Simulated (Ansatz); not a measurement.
A made-up structure of Al₂H₄, singlet:

```
6
angstrom
Al -0.5634 -0.8786 -0.0988
Al 0.5634 0.8785 0.0994
H -1.2303 -1.4213 1.2671
H -0.6308 -1.4813 -1.5951
H 2.1337 0.6536 0.3979
H -0.2726 2.2491 -0.0704
```

It is relaxed with PBE-D4/def2-SVP and then PBE0-D4/def2-TZVP (Ansatz 0.2.0). Atoms count as bonded within 1.22 times the sum of their covalent radii (H–H: 0.88 Å). The end point is not checked to be a true minimum.

Problem. Does its bonding change? (A judgement: the text doesn't fix the answer.)

Solution. The calculation gives: No: no bond forms or breaks.

Where it ends: The first stage lowers the energy by 1.47 eV in 4 steps. It ends as Al₂H₄ ([AlH2][AlH2]):
Al1  (-0.695, -1.085, -0.123)
Al2  (0.695, 1.085, 0.122)
H3  (-1.418, -1.769, 1.124)
H4  (-0.879, -1.815, -1.529)
H5  (2.261, 1.053, 0.429)
H6  (0.037, 2.530, -0.024)
(Å)

Labels in which every atom is bracketed show which atoms are joined, not bond orders.

For scale, one of the runs: PBE0-D4/def2-TZVP relaxation, 98 basis functions, launched by `ansatz run in.yaml --threads 2 --pin off --events-out ev --progress --plain --max-ram 4352MiB`. The run took about 12 s on 2 CPU threads of an Intel Xeon (shared host).
